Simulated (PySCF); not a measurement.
# Gas-phase XPS of `FP(F)(F)(F)F`, computed

Species: PF5.
Cartesian coordinates in Å at the PBE0-D3(BJ)/def2-SVP level; atoms count from 1:
```
atom  x, y, z in Å
P1     0.0005    0.0003    0.0005
F2    -0.0063   -0.0021    1.5940
F3     0.0101    0.0039   -1.5928
F4     1.5690    0.0065    0.0073
F5    -0.7947    1.3520   -0.0021
F6    -0.7786   -1.3607   -0.0070
```

Level of theory: PySCF, delta-SCF UKS SCAN, pcX-2 on the ionised atom, pcseg-1 elsewhere, spin-free X2C. Binding energies are ΔSCF values: E(core-ionised, relaxed orbitals) − E(ground state) at a fixed geometry, referred to the vacuum level.

Task: Give the core binding energies atom by atom.

Result: 
| atom(s) | environment | level | binding energy (eV) | 2p1/2 (eV) | count |
| --- | --- | --- | --- | --- | --- |
| P1 | phosphorus bonded to 5 F | P 2p3/2 | 144.33 | 145.23 | 1 |
| P1 | phosphorus bonded to 5 F | P 1s | 2159.11 | – | 1 |
| F2/F3 | fluorine bonded to P | F 1s | 694.21 | – | 2 |

Task: Which photon energy gives electrons from P 2p3/2 of P1 a kinetic energy of 20 eV, and what is their de Broglie wavelength?

Result: hν = 144.33 + 20 = 164.33 eV, recoil neglected; λ = 12.264 Å/√(E/eV) = 2.74 Å.

Task: What is the longest wavelength that can ionise P 2p3/2 of P1 vertically?

Result: λ = hc/E = 12398.42 eV Å / 144.33 eV = 85.903 Å.

The first atom of each set that the bonding makes equivalent was ionised and stands for the set. The list is incomplete; no value stands for F 1s of F4, F5, F6. For 2p shells one spin-free hole was relaxed; a mean-field spin–orbit operator and the ground-state splitting of the three 2p orbitals were then diagonalised within the shell. The shell's mean is (2 × 2p3/2 + 2p1/2)/3, and the degeneracies 2j + 1 give areas of 2:1. 2p1/2 minus 2p3/2 (ligand field included): P 0.89 eV. Geometry: PBE0-D3(BJ)/def2-SVP; no solvent, vibrations or thermal averaging.

On Arm Neoverse V2, one thread (shared host), this took 7.0 s wall.
